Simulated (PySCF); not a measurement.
PySCF input (BP86/6-31G* (5d)):

```python
from pyscf import gto, dft

mol = gto.M(
    atom='''
    N    -0.00063421    0.00096609    0.34015201
    C    -0.00079430    1.43277720   -0.10735190
    C     1.24176433   -0.71596738   -0.09893236
    C    -1.24039234   -0.71768981   -0.10355541
    H     0.00121791    1.45064790   -1.19438303
    H     0.89006992    1.92223033    0.27736210
    H    -0.89376383    1.92099248    0.27403969
    H     1.26194830   -0.72952092   -1.18584036
    H     1.21818719   -1.73118392    0.28835021
    H     2.10904024   -0.18572320    0.28562181
    H    -1.25650860   -0.73126855   -1.19053101
    H    -2.10982976   -0.18865079    0.27776411
    H    -1.21684906   -1.73287366    0.28381492
    H    -0.00253901    0.00386768    1.36177551
    ''',
    basis='6-31g*',
    charge=1,
    spin=0,
    verbose=4,
)

mf = dft.RKS(mol, xc='bp86')
mf.grids.level = 3
mf.conv_tol = 1e-9
mf.max_cycle = 100
mf.max_memory = 1500
mf.kernel()
if not mf.converged:
    mf = mf.newton()
    mf.kernel(mf.make_rdm1())
mf.dip_moment()
```

Output:

```
PySCF version 2.14.0

[INPUT] verbose = 4
[INPUT] num. atoms = 14
[INPUT] num. electrons = 34
[INPUT] charge = 1
[INPUT] spin (= nelec alpha-beta = 2S) = 0
[INPUT] symmetry False subgroup None
[INPUT] Mole.unit = angstrom
[INPUT] Symbol           X                Y                Z      unit          X                Y                Z       unit  Magmom
[INPUT]  1 N     -0.000634210000   0.000966090000   0.340152010000 AA   -0.001198483205   0.001825645512   0.642794139620 Bohr   0.0
[INPUT]  2 C     -0.000794300000   1.432777200000  -0.107351900000 AA   -0.001501009461   2.707556505521  -0.202865689952 Bohr   0.0
[INPUT]  3 C      1.241764330000  -0.715967380000  -0.098932360000 AA    2.346594494954  -1.352982262322  -0.186955065257 Bohr   0.0
[INPUT]  4 C     -1.240392340000  -0.717689810000  -0.103555410000 AA   -2.344001809608  -1.356237183291  -0.195691363617 Bohr   0.0
[INPUT]  5 H      0.001217910000   1.450647900000  -1.194383030000 AA    0.002301516344   2.741327234175  -2.257056814528 Bohr   0.0
[INPUT]  6 H      0.890069920000   1.922230330000   0.277362100000 AA    1.681988380514   3.632488872032   0.524138406334 Bohr   0.0
[INPUT]  7 H     -0.893763830000   1.920992480000   0.274039690000 AA   -1.688968858742   3.630149674549   0.517859961361 Bohr   0.0
[INPUT]  8 H      1.261948300000  -0.729520920000  -1.185840360000 AA    2.384736670360  -1.378594740941  -2.240913507856 Bohr   0.0
[INPUT]  9 H      1.218187190000  -1.731183920000   0.288350210000 AA    2.302040157554  -3.271463480051   0.544902924861 Bohr   0.0
[INPUT] 10 H      2.109040240000  -0.185723200000   0.285621810000 AA    3.985508439287  -0.350965982978   0.539746996103 Bohr   0.0
[INPUT] 11 H     -1.256508600000  -0.731268550000  -1.190531010000 AA   -2.374457127161  -1.381897283008  -2.249777551702 Bohr   0.0
[INPUT] 12 H     -2.109829760000  -0.188650790000   0.277764110000 AA   -3.987000415857  -0.356498326283   0.524898095134 Bohr   0.0
[INPUT] 13 H     -1.216849060000  -1.732873660000   0.283814920000 AA   -2.299511458334  -3.274656625873   0.536332468865 Bohr   0.0
[INPUT] 14 H     -0.002539010000   0.003867680000   1.361775510000 AA   -0.004798033528   0.007308855937   2.573382757040 Bohr   0.0

nuclear repulsion = 146.411481633185
number of shells = 44
number of NR pGTOs = 148
number of NR cGTOs = 76
basis = 6-31g*
ecp = {}

******** <class 'pyscf.dft.rks.RKS'> ********
method = RKS
initial guess = minao
damping factor = 0
level_shift factor = 0
DIIS = <class 'pyscf.scf.diis.CDIIS'>
diis_start_cycle = 1
diis_space = 8
diis_damp = 0
SCF conv_tol = 1e-09
SCF conv_tol_grad = None
SCF max_cycles = 100
direct_scf = True
direct_scf_tol = 1e-13
XC library pyscf.dft.libxc version 7.1.2
    S. Lehtola, C. Steigemann, M. J. T. Oliveira, and M. A. L. Marques,  SoftwareX 7, 1–5 (2018)
XC functionals = bp86
    A. D. Becke,  Phys. Rev. A 38, 3098 (1988)
    J. P. Perdew,  Phys. Rev. B 33, 8822 (1986)
    J. P. Perdew,  Phys. Rev. B 34, 7406–7406 (1986)
radial grids:
    Treutler-Ahlrichs [JCP 102, 346 (1995); DOI:10.1063/1.469408] (M4) radial grids

becke partition: Becke, JCP 88, 2547 (1988); DOI:10.1063/1.454033
pruning grids: <function nwchem_prune>
grids dens level: 3
symmetrized grids: False
atomic radii adjust function: <function treutler_atomic_radii_adjust>
small_rho_cutoff = 0
Set gradient conv threshold to 3.16228e-05
Initial guess from minao.
tot grids = 154336
init E= -175.090689958468
  HOMO = -0.391951091080586  LUMO = -0.0141418234509718  gap/eV = 10.28071
cycle= 1 E= -174.791307494097  delta_E= 0.299  |g|= 0.419  |ddm|= 2.95
  HOMO = -0.515404142724342  LUMO = -0.18935866134942  gap/eV = 8.87215
cycle= 2 E= -174.74106769467  delta_E= 0.0502  |g|= 0.648  |ddm|= 0.827
  HOMO = -0.541749620440451  LUMO = -0.172837871764706  gap/eV = 10.03860
cycle= 3 E= -174.832125304355  delta_E= -0.0911  |g|= 0.087  |ddm|= 0.461
  HOMO = -0.54819236394369  LUMO = -0.177293724975895  gap/eV = 10.09267
cycle= 4 E= -174.833558990806  delta_E= -0.00143  |g|= 0.0288  |ddm|= 0.0799
  HOMO = -0.546031758047549  LUMO = -0.174934374809047  gap/eV = 10.09807
cycle= 5 E= -174.833767242032  delta_E= -0.000208  |g|= 0.00245  |ddm|= 0.0288
  HOMO = -0.546015342000016  LUMO = -0.174995803240868  gap/eV = 10.09596
cycle= 6 E= -174.833768879023  delta_E= -1.64e-06  |g|= 0.000219  |ddm|= 0.00275
  HOMO = -0.546001873737457  LUMO = -0.174993509547722  gap/eV = 10.09565
cycle= 7 E= -174.833768890756  delta_E= -1.17e-08  |g|= 6.82e-05  |ddm|= 0.000317
  HOMO = -0.546006293433024  LUMO = -0.175000793702669  gap/eV = 10.09557
cycle= 8 E= -174.833768892077  delta_E= -1.32e-09  |g|= 5.7e-06  |ddm|= 8.79e-05
  HOMO = -0.546006858125869  LUMO = -0.17500059327795  gap/eV = 10.09559
cycle= 9 E= -174.833768892086  delta_E= -9.66e-12  |g|= 3.73e-07  |ddm|= 6.94e-06
  HOMO = -0.546006864152343  LUMO = -0.175000662498852  gap/eV = 10.09559
Extra cycle  E= -174.833768892087  delta_E= -3.41e-13  |g|= 1.91e-07  |ddm|= 5.42e-07
converged SCF energy = -174.833768892087

WARN: System has nonzero charge 1; the dipole moment is origin-dependent.
Location of origin: [0. 0. 0.]

Dipole moment(X, Y, Z, Debye): -0.00172,  0.00266,  0.92229
```

The dipole moment of an ion depends on the origin.
